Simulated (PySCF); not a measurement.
Isomers of C4H7N, mass 69.058 u with the commonest isotopes. The calculation used PBE0-D3(BJ)/def2-SVP geometry optimisation, gas phase in PySCF 2.14.0. One conformer each, none proved a minimum here; rigid rotors.

Question: Order these by radius of gyration √(Σ m r²/M), smallest first.
A. `[CH2:1]=[CH:2][N:3]1[CH2:4][CH2:5]1` with C1–C2–N3–C4 -39° (1-ethenylaziridine)
B. `[CH2:1]=[N:2][CH:3]1[CH2:4][CH2:5]1` with C1–N2–C3–C4 -146°
C. `[C-:1]#[N+:2][CH2:3][CH2:4][CH3:5]` with N2–C3–C4–C5 -61°
D. `[CH3:1][CH2:2][C:3]1=[N:4][CH2:5]1` with C1–C2–C3–N4 -126°
E. `[CH3:1][C:2]#[C:3][CH2:4][NH2:5]` with C3–C4–N5–H 58° and -58°

Answer: A (1.514 Å), B (1.569 Å), D (1.622 Å), C (1.641 Å), E (1.950 Å).

Question: Order these by out-of-plane moment Σ m c² = (Ia + Ib − Ic)/2, largest first.
A. `[C-:1]#[N+:2][CH2:3][CH2:4][CH3:5]` with N2–C3–C4–C5 -61°
B. `[CH2:1]=[N:2][CH:3]1[CH2:4][CH2:5]1` with C1–N2–C3–C4 -146°
C. `[CH3:1][CH2:2][C:3]1=[N:4][CH2:5]1` with C1–C2–C3–N4 -126°
D. `[CH3:1][C:2]#[C:3][CH2:4][NH2:5]` with C3–C4–N5–H 58° and -58°
E. `[CH2:1]=[CH:2][N:3]1[CH2:4][CH2:5]1` with C1–C2–N3–C4 -39° (1-ethenylaziridine)

Answer: B (11.93 u·Å²), C (10.14 u·Å²), A (8.93 u·Å²), E (8.28 u·Å²), D (4.47 u·Å²).

Question: Order these by rotational constant C, smallest first.
A. `[CH3:1][C:2]#[C:3][CH2:4][NH2:5]` with C3–C4–N5–H 58° and -58°
B. `[CH3:1][CH2:2][C:3]1=[N:4][CH2:5]1` with C1–C2–C3–N4 -126°
C. `[CH2:1]=[CH:2][N:3]1[CH2:4][CH2:5]1` with C1–C2–N3–C4 -39° (1-ethenylaziridine)
D. `[CH2:1]=[N:2][CH:3]1[CH2:4][CH2:5]1` with C1–N2–C3–C4 -146°
E. `[C-:1]#[N+:2][CH2:3][CH2:4][CH3:5]` with N2–C3–C4–C5 -61°

Answer: A (1959 MHz), E (2853 MHz), B (2946 MHz), D (3197 MHz), C (3367 MHz).

```json
{"SMILES": "C=CN1CC1", "point group": "C1", "Ia (u·Å²)": "37.22", "Ib (u·Å²)": "129.45", "Ic (u·Å²)": "150.10", "κ": "-0.89", "μa (D)": "0.90", "μb (D)": "0.09", "μc (D)": "0.98"}
{"SMILES": "CC#CCN", "point group": "–", "Ia (u·Å²)": "22.91", "Ib (u·Å²)": "244.06", "Ic (u·Å²)": "258.03", "κ": "-0.99", "μa (D)": "1.45", "μb (D)": "0.66", "μc (D)": "0.00"}
{"SMILES": "CCC1=NC1", "point group": "C1", "Ia (u·Å²)": "38.34", "Ib (u·Å²)": "153.48", "Ic (u·Å²)": "171.55", "κ": "-0.93", "μa (D)": "2.41", "μb (D)": "0.98", "μc (D)": "0.95"}
{"SMILES": "[C-]#[N+]CCC", "point group": "C1", "Ia (u·Å²)": "49.02", "Ib (u·Å²)": "145.97", "Ic (u·Å²)": "177.12", "κ": "-0.84", "μa (D)": "3.15", "μb (D)": "2.24", "μc (D)": "0.47"}
{"SMILES": "C=NC1CC1", "point group": "Cs", "Ia (u·Å²)": "31.71", "Ib (u·Å²)": "150.23", "Ic (u·Å²)": "158.08", "κ": "-0.97", "μa (D)": "0.01", "μb (D)": "0.00", "μc (D)": "1.29"}
```
